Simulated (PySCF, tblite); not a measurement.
Dissociation curve of SMILES C=CC (C₃H₆). The C1–H9 bond (C1 also carries C, H, H; H9 carries nothing else) is varied alone, starting from the PBE0/def2-TZVP optimised geometry.

Levels of theory: GFN2-xTB, 300 K electronic temperature (tblite); UKS-PBE0 = unrestricted PBE0/cc-pVDZ (PySCF).

Energies relative to the lowest point of each curve near equilibrium, in kJ/mol; the last columns give the difference from UKS-PBE0:

```
R / Å  GFN2-xTB  UKS-PBE0  GFN2-xTB − UKS-PBE0
-----  --------  --------  -------------------
0.88      108.2     123.9                -15.7
0.94       47.0      57.4                -10.4
0.98       22.7      29.6                 -6.9
1.02        8.2      12.0                 -3.9
1.06        1.2       2.7                 -1.4
1.09        0.0       0.0                  0.0
1.13        2.5       1.2                  1.3
1.16        7.0       5.0                  2.0
1.20       15.6      13.2                  2.3
1.27       36.0      34.1                  1.9
1.36       68.6      68.9                 -0.3
1.47      112.6     117.5                 -4.9
1.63      179.8     191.2                -11.4
1.78      240.5     257.7                -17.2
1.94      299.7     322.7                -23.0
2.16      369.7     392.6                -22.9
2.42      434.7     434.4                  0.3
2.70      485.4     454.8                 30.5
2.92      513.3     462.5                 50.8
3.29      542.6     468.2                 74.4
3.78      558.5     470.7                 87.9
```

GFN2-xTB is furthest from UKS-PBE0 at 3.78 (87.9 kJ/mol, above); its mean absolute difference over the points is 17.6 kJ/mol.

The unrestricted determinant behind UKS-PBE0 is spin-contaminated at 2.16 to 3.78 Å (<S²> up to 1.0, against 0.00 for a pure singlet).
